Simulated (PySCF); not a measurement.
C2H3Cl3.
SMILES: `CC(Cl)(Cl)Cl`

Computed with PySCF, PBE0-D3(BJ)/def2-TZVP geometry optimisation, gas phase.

Masses are those of the commonest isotopes; rigid-rotor values at the optimised geometry. 

Question: What are A, B and C (MHz)?

Answer: Ia = 211.93, Ib = 212.00, Ic = 294.94 u·Å²; 505379 MHz·u·Å²/I gives A = 2385, B = 2384, C = 1714 MHz.

Question: Classify the top.

Answer: An oblate symmetric top, as the point group C3v requires two equal moments; the computed ones differ by 0.03 % because the geometry is symmetric only within the optimiser's tolerance: κ = (2 × 2384 − 2385 − 1714)/(2385 − 1714) = 1.00.

Question: What does the inertial defect say?

Answer: Not planar: Δ = Ic − Ia − Ib = -128.99 u·Å². For a rigid frame Δ = −2 Σ m c², so Σ m c² = 64.49 u·Å² lies off the ab plane: 14.27 from hydrogen and 50.22 from heavier atoms. The atom farthest from that plane is 2.17 Å away.

Question: Where do the R-branch lines fall?

Answer: The dipole of 1.80 D lies along the symmetry axis, so ΔK = 0 and J+1 ← J falls at 2B(J+1) for every K: 4.77 GHz, 9.54 GHz, 14.31 GHz, 19.07 GHz, 23.84 GHz for J = 0 to 4.

Question: Estimate the classical rotational partition function at 25 K, 200 K and 298.15 K.

Answer: Point group C3v, symmetry number σ = 3; q = (√π/σ)·√((kT/h)³/(ABC)), k/h = 20836.6 MHz/K: 2250 at 25 K, 50900 at 200 K, 92700 at 298.15 K.

Stationary, but not proved a minimum. Zero-point vibration and centrifugal distortion are left out.
